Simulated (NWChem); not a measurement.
System: thiophene (C4H4S); SMILES s1cccc1

**Question.** Give the equilibrium geometry at PBE0/def2-SVP (NWChem) as an XYZ file, with the point group.

**Answer.** point group C2v; any orientation.
```
9

C      0.0000     0.7120    -1.2694
C      0.0000    -0.7120    -1.2694
C      0.0000    -1.2351    -0.0030
S      0.0000     0.0000     1.1893
C      0.0000     1.2351    -0.0030
H      0.0000     1.3254    -2.1717
H      0.0000    -1.3254    -2.1717
H      0.0000    -2.2833     0.2935
H      0.0000     2.2833     0.2935
```
